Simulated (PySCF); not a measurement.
Ionisation energy of N by level of theory

N [He] 2s2 2p3 (4S) → N⁺ [He] 2s2 2p2 (3P), as a difference of total energies. Computed with PySCF 2.14 in x2c-QZVPPall (7s4p3d2f1g, 57 functions), with scalar relativity by spin-free X2C-1e. Correlated levels: valence: 1s2 frozen. The calculations carry no spin-orbit coupling.

```json
{"method": "UHF", "ionisation energy (eV)": "13.887"}
{"method": "MP2 (valence)", "ionisation energy (eV)": "14.602"}
{"method": "SCS-MP2 (valence)", "ionisation energy (eV)": "14.338"}
{"method": "CCSD (valence)", "ionisation energy (eV)": "14.457"}
{"method": "CCSD(T) (valence)", "ionisation energy (eV)": "14.484"}
```

Task: How much does correlation contribute at CCSD(T) (valence)?

Result: 14.484 − (13.887) = 0.597 eV, measured against UHF.

A first-order spin-orbit estimate (lowest level to lowest level, LS coupling) adds -0.012 eV.

Errors of the correlated levels include the incompleteness of this basis and the frozen core.

For comparison: 14.534 eV (measured; NIST Atomic Spectra Database, ionization energies).
